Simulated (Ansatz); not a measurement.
## H3Si–C, doublet in cc-pVDZ: errors against UCCSDT(Q)

Geometry: displaced at random from a stationary point.

```xyz
5

Si    0.0000    0.0040    0.4994
C     0.0256   -0.0121   -1.4012
H     0.6803   -1.1692    1.0227
H     0.5777    1.2007    1.0525
H    -1.5634    0.0007    0.7065
```

Basis cc-pVDZ; Ansatz 0.2.0. Correlated methods freeze the noble-gas cores, which leaves 11 electrons in 41 orbitals. R marks a restricted (for open shells ROHF) determinant, U an unrestricted one.

Full CI isn't at hand for all of this; UCCSDT(Q) serves as the reference, and is uncertain by about the last step of the cluster series. The frozen core follows each run's orbitals, which can shift R against U totals by a few meV.

Unrestricted rows (U) aren't spin-pure: their determinants' ⟨S²⟩ exceeds S(S+1) by up to 0.64, so they mix in states of higher spin. For open shells CISD is restricted-active-space CI with the open shells as a complete middle space.

* UHF ⟨S²⟩: 1.386
* T1 diagnostic (RCCSD): 0.0296
* largest doubles amplitude (RCCSD): 0.083
* T1 diagnostic (UCCSD): 0.0471

```csv
level,E − E(UCCSDT(Q)) (kcal/mol),share of correlation (%),wall time
RHF,147.58,0.00,–
UHF,138.10,6.43,–
RMP2,34.76,76.45,–
UMP2,35.05,76.25,–
CISD,16.34,88.93,3.5 s
RCCSD,4.63,96.86,–
UCCSD,4.55,96.92,–
RCCSD(T),1.02,99.31,7 s
UCCSD(T),0.88,99.40,12 s
BCCD(T),1.04,99.30,8.5 s
RCCSDT,0.18,99.88,–
UCCSDT,0.25,99.83,–
RCCSDT(Q),0.01,99.99,3.5 min
```

The correlation energy at UCCSDT(Q), counted from RHF, is -6.400 eV. That run took 2.2 min on 1 thread of Arm Neoverse V1, shared host.

Times hold each run's SCF and search for its determinant on a shared host, so for small cases they say little of a method's own cost; they ran on 1 thread of Arm Neoverse V1.
